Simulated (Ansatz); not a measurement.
**Si2C (singlet): the correlation ladder at a displaced geometry (v2), cc-pVDZ**

The task here is to estimate one member of a computed series from the others.

Computed with Ansatz 0.2.0, Gaussian basis. Level: cc-pVDZ, core rule «outside noble gas», up to 11 orbitals frozen.

To be run: UHF; CCSD(T) on RHF; BCCD(T) on RHF; CISD; CCSDT(Q) on RHF; CASSCF and MRCISD+Q, 8 electrons in 8 orbitals; CASSCF and NEVPT2, 8 electrons in 8 orbitals.

12 further runs of the same task are left out: 3 that didn't finish, 9 set aside as unsound or not needed.

### What is computed

The geometry is a PBE0/def2-TZVP stationary point (not a proven minimum) with its atoms shifted at random (size 0.100 Å).

3 atoms, charge 0, spin multiplicity 1.

Atoms are counted from 1 here; the program's logs count them from 0.

Bond lengths: C1–Si2 1.712 Å, C1–Si3 1.677 Å. Angles: Si2–C1–Si3 119.2°.

The first run:

File in.yaml:

```yaml
crystal:
  periodic: [false, false, false]
  atoms:
    - {symbol: C, position_ang: [0.104269, -0.698297, -0.006182]}
    - {symbol: Si, position_ang: [-0.060605, 0.165525, 1.462592]}
    - {symbol: Si, position_ang: [0.016015, 0.133101, -1.459948]}
basis:
  gaussian: {orbitals: cc-pVDZ}
magnetization: {spin_polarized: true, initial_magnetization: 0}
hamiltonian: {xc: hf}
output: {orbitals: {seedname: orbitals}}
```

Run with:

```sh
$ ansatz run in.yaml --threads 1 --pin off --events-out ev --progress --plain --max-ram 2393MiB
```

Steps of the session up to this table: UHF; CCSD(T) on RHF; BCCD(T) on RHF; CISD; CCSDT(Q) on RHF; CASSCF and MRCISD+Q, 8 electrons in 8 orbitals; CASSCF and NEVPT2, 8 electrons in 8 orbitals.

One of the session's tables, all rows but one given; the rest of the session is left out.

| method | from RCCSDT(Q) (kcal/mol) |
| --- | --- |
| RHF | +205.41 |
| RMP2 | +27.79 |
| CISD | ? |
| RCCSD | +14.14 |
| RCCSD(T) | +1.84 |
| BCCD(T) | +1.69 |
| RCCSDT | +1.39 |
| RCCSDT(Q) | 0 |

Q: Estimate the row for CISD from the others.

The run gave: from RCCSDT(Q) (kcal/mol): +36.69. In the column «from RCCSDT(Q) (kcal/mol)» it lies between RMP2 (+27.79) and RHF (+205.41).

Left out of the table: CASSCF frontier, NEVPT2 frontier, MRCISD frontier, MRCISD+Q frontier (the active space lost an orbital or holds another state than full CI finds).

Caveats from the session: Warnings in the runs' records: passed over end.
